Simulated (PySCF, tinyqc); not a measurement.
MP2 on RHF in the sto-3g basis, frozen core, for LiH, spin multiplicity 1, step by step. The lowest restricted solution is unstable here: a spin-polarised one lies 0.0004 hartree lower (PySCF). One step of it, computed by the program tinyqc.

Task: Integrals over molecular orbitals. (pq|rs) = sum C_ip C_jq C_kr C_ls (ij|kl), one index at a time.

coefficients C:
```
               MO1        MO2        MO3        MO4       MO5        MO6
1Li 1s    0.991459  -0.150013  -0.214785   0.000000  0.000000   0.114369
1Li 2s    0.033357   0.493927   0.798746   0.000000  0.000000  -0.539941
1Li 2px   0.000000   0.000000   0.000000   0.726259  0.687421   0.000000
1Li 2py   0.000000   0.000000   0.000000  -0.687421  0.726259   0.000000
1Li 2pz  -0.004527   0.328500  -0.594766   0.000000  0.000000  -0.866761
2H 1s    -0.001231   0.588760  -0.193282   0.000000  0.000000   0.967454
```

core Hamiltonian H = T + V (hartree):
```
            1Li 1s     1Li 2s    1Li 2px    1Li 2py    1Li 2pz      2H 1s
1Li 1s   -4.660629  -1.045958   0.000000   0.000000  -0.009539  -0.103017
1Li 2s   -1.045958  -1.347021   0.000000   0.000000  -0.094487  -0.438384
1Li 2px   0.000000   0.000000  -1.095656   0.000000   0.000000   0.000000
1Li 2py   0.000000   0.000000   0.000000  -1.095656   0.000000   0.000000
1Li 2pz  -0.009539  -0.094487   0.000000   0.000000  -1.168396  -0.593351
2H 1s    -0.103017  -0.438384   0.000000   0.000000  -0.593351  -1.229997
```

Two-electron integrals (ij|kl) in chemists' order, unique and non-zero (hartree):
```
(11|11) 1.680395   (21|11) 0.265420   (21|21) 0.049941   (22|11) 0.397727
(22|21) 0.092860   (22|22) 0.290562   (31|31) 0.008981   (32|31) 0.013788
(32|32) 0.064184   (33|11) 0.396640   (33|21) 0.092880   (33|22) 0.290497
(33|33) 0.312946   (41|41) 0.008981   (42|41) 0.013788   (42|42) 0.064184
(43|43) 0.016869   (44|11) 0.396640   (44|21) 0.092880   (44|22) 0.290497
(44|33) 0.279207   (44|44) 0.312946   (51|51) 0.008981   (52|51) 0.013788
(52|52) 0.064184   (53|53) 0.016869   (54|54) 0.016869   (55|11) 0.396640
(55|21) 0.092880   (55|22) 0.290497   (55|33) 0.279207   (55|44) 0.279207
(55|55) 0.312946   (61|11) 0.024263   (61|21) 0.004610   (61|22) 0.008809
(61|33) 0.008703   (61|44) 0.008703   (61|51) 0.000589   (61|52) 0.001149
(61|55) 0.009023   (61|61) 0.000471   (62|11) 0.088320   (62|21) 0.021020
(62|22) 0.073846   (62|33) 0.069602   (62|44) 0.069602   (62|51) 0.003274
(62|52) 0.023148   (62|55) 0.082268   (62|61) 0.002355   (62|62) 0.036104
(63|31) 0.001314   (63|32) 0.006961   (63|53) 0.003170   (63|63) 0.002001
(64|41) 0.001314   (64|42) 0.006961   (64|54) 0.003170   (64|64) 0.002001
(65|11) 0.119350   (65|21) 0.028598   (65|22) 0.103355   (65|33) 0.096239
(65|44) 0.096239   (65|51) 0.005033   (65|52) 0.035703   (65|55) 0.117490
(65|61) 0.003282   (65|62) 0.054350   (65|65) 0.082393   (66|11) 0.254429
(66|21) 0.061308   (66|22) 0.237857   (66|33) 0.217586   (66|44) 0.217586
(66|51) 0.009444   (66|52) 0.087084   (66|55) 0.278297   (66|61) 0.006967
(66|62) 0.151857   (66|65) 0.235203   (66|66) 0.774606
```

Give: one-electron integrals over orbitals h = C^T H C; Two-electron integrals over orbitals.

Result:

one-electron integrals over orbitals h = C^T H C (hartree):
```
         1        2        3        4        5        6
1  -4.6517   0.0960   0.1622   0.0000   0.0000  -0.0520
2   0.0960  -1.3270   0.0169   0.0000   0.0000   0.0352
3   0.1622   0.0169  -1.0971   0.0000   0.0000   0.0214
4   0.0000   0.0000   0.0000  -1.0957   0.0000   0.0000
5   0.0000   0.0000   0.0000   0.0000  -1.0957   0.0000
6  -0.0520   0.0352   0.0214   0.0000   0.0000  -1.0098
```

Two-electron integrals over orbitals (pq|rs), unique and non-zero (hartree); the lowest 1 orbital is frozen and left out:
```
(22|22) 0.4551    (32|22) -0.0581   (32|32) 0.0202    (33|22) 0.2138
(33|32) 0.0138    (33|33) 0.3300    (42|42) 0.0214    (43|42) 0.0201
(43|43) 0.0414    (44|22) 0.2478    (44|32) 0.0125    (44|33) 0.2800
(44|44) 0.3129    (52|52) 0.0214    (53|52) 0.0201    (53|53) 0.0414
(54|54) 0.0169    (55|22) 0.2478    (55|32) 0.0125    (55|33) 0.2800
(55|44) 0.2792    (55|55) 0.3129    (62|22) 0.1094    (62|32) -0.0430
(62|33) -0.0186   (62|44) -0.0351   (62|55) -0.0351   (62|62) 0.1300
(63|22) -0.0568   (63|32) 0.0163    (63|33) 0.0365    (63|44) 0.0073
(63|55) 0.0073    (63|62) -0.0383   (63|63) 0.0303    (64|42) -0.0186
(64|43) -0.0122   (64|64) 0.0194    (65|52) -0.0186   (65|53) -0.0122
(65|65) 0.0194    (66|22) 0.4271    (66|32) -0.0486   (66|33) 0.2388
(66|44) 0.2596    (66|55) 0.2596    (66|62) 0.1024    (66|63) -0.0463
(66|66) 0.4238
```
